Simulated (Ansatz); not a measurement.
acetonitrile (SMILES CC#N) moved off its minimum; all values from Ansatz (a program for electronic structure), cores frozen in correlated methods.
(charge 0, multiplicity 1)
```xyz
6

C     -1.1319    -0.0793    -0.0005
C      0.2419    -0.0131    -0.0095
N      1.3755    -0.0010     0.0082
H     -1.4714    -0.7195    -0.7275
H     -1.5400    -0.2386     1.0304
H     -1.5011     0.9865    -0.3883
```

Forces at PBE/def2-TZVPP (eV/Å):

```
atom      Fx      Fy      Fz
----  ------  ------  ------
C1    -2.548   4.072   1.235
C2    -0.417  -0.266   0.230
N3     3.689   0.141  -0.009
H4    -1.165  -2.079  -1.571
H5     0.073  -0.079  -0.803
H6     0.367  -1.790   0.919
```

Problem. Give the forces (eV/Å), the total energy and the dipole at MP2/aug-cc-pVTZ.

Solution. 
```csv
atom,Fx,Fy,Fz
C1,-3.204,4.246,1.176
C2,-0.766,-0.272,0.225
N3,4.256,0.145,0.003
H4,-1.036,-1.923,-1.321
H5,0.236,-0.047,-1.155
H6,0.514,-2.149,1.071
```
Energy -132.4799 hartree, dipole 3.89 D.
